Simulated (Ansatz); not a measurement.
System: hcp Be. Method: r²SCANh (plane waves, PAW; Ansatz, a first-principles code).

The input as run:

Ansatz 0.2 input:
```yaml
crystal:
  lattice:
    - [1.1188359576, -1.9378807238, 0.0]
    - [1.1188359576, 1.9378807238, 0.0]
    - [0.0, 0.0, 3.5468420739]
  atoms:
    - { symbol: Be, position: [0.3333333333, 0.6666666667, 0.25] }
    - { symbol: Be, position: [0.6666666667, 0.3333333333, 0.75] }
basis:
  ecutwfc: 520
  ecutrho_ratio: 4
  xc_grid: 3
kpoints:
  mp_grid: { grid: [15, 15, 8] }
hamiltonian:
  xc: r2scanh
  dispersion: none
  pseudopotentials: { kind: paw }
scf:
  occupations: { method: fermi_dirac, width: 0.05 }
output:
  forces: true
  stress: true
  eigenvalues: true
relax:
  f_tol: 0.01
  escape_saddle: false
  max_steps: 80
  cell: { stress_tol: 0.05, fix: [volume] }
```

From the output:

```
Relaxation: its limit of steps is 80 (relax.max_steps)
Crystal: 2 atoms, lattice volume = 15.380 Å³
Basis set: ecut = 520 eV, 391 PW (Γ), exchange–correlation on 54×54×81 points (27 copies of the dense FFT grid, shifted against one another)
Bands: 6, of which v1, the nominal top of the filled ones, is band 2 counted from 1 (1 counted from 0)
Symmetry: 24 space group operations
Space group: P63/mmc (ITA 194), of the structure as read, at distance tolerance 2.5e-5 Å
k-points: 135 of 1800
Functional: x = r2scan, c = r2scan; τ floored in thin density (d = 2e-4 eV/Å³), warm-up for x = 0.9 r2scan + 0.1 exact, c = r2scan; τ floored in thin density (d = 2e-4 eV/Å³)
SCF iter   1: F=—  HF=-186.657559 eV  |F-HF|=—  |Δ(HF+E_count)|=         —  Δρ=3.99e-3  dr2=1.81e-3  dr2_τ=6.17e-2
SCF iter   2: F=—  HF=-186.667685 eV  |F-HF|=—  |Δ(HF+E_count)|=   1.01e-2  Δρ=3.76e-3  dr2=1.66e-3  dr2_τ=5.34e-6
  ...
SCF 1 converged in 10 iterations: F = -186.667493 eV  dr2 = 2.91e-13
Crystal: 2 atoms, lattice volume = 15.380 Å³
Initial density: handed on by an earlier stage of this run
Functional: x = 0.9 r2scan + 0.1 exact, c = r2scan; τ floored in thin density (d = 2e-4 eV/Å³)
Crystal: 2 atoms, lattice volume = 15.380 Å³
SCF 3 converged in 2 iterations: F = -186.664176 eV  dr2 = 7.76e-12
Crystal: 2 atoms, lattice volume = 15.380 Å³
Crystal: 2 atoms, lattice volume = 15.380 Å³
SCF 5 converged in 2 iterations: F = -186.664184 eV  dr2 = 1.23e-13
Crystal: 2 atoms, lattice volume = 15.380 Å³
SCF 6 converged in 2 iterations: F = -186.664184 eV  dr2 = 2.13e-13
Crystal: 2 atoms, lattice volume = 15.380 Å³
SCF iter   1: F=—  HF=-186.664184 eV  |F-HF|=—  |Δ(HF+E_count)|=         —  Δρ=1.26e-7  dr2=2.15e-13  dr2_τ=7.14e-14
SCF iter   2: F=-186.664184 eV  HF=-186.664184 eV  |F-HF|=1.71e-13  |Δ(HF+E_count)|=  1.14e-13  Δρ=6.30e-8  dr2=5.42e-14  dr2_τ=1.78e-14
SCF 7 converged in 2 iterations: F = -186.664184 eV  dr2 = 5.42e-14
Free energy (F): -186.664184 eV
Internal energy: -186.663786 eV  (E = F + TS)
E sigma→0 (E₀):  -186.663985 eV
Fermi energy:    8.894423 eV
--- Forces (eV/Å), atoms counted from 1 ---
  atom   1  Be    -0.00000000     0.00000000     0.00000000
  atom   2  Be     0.00000000    -0.00000000     0.00000000
--- Stress (GPa, compression-positive) ---
        3.304813       0.000000       0.000000
        0.000000       3.304813       0.000000
        0.000000       0.000000       3.289838
  P = ⅓ Tr σ = 3.2998 GPa (32.998 kbar)
```

The cell is one volume of an energy–volume scan, off the minimum.

The PAW data were made under PBE.

Note: the run warned that the count of filled bands differs between k points.

Cost on a shared machine: very roughly 3 core-minutes.
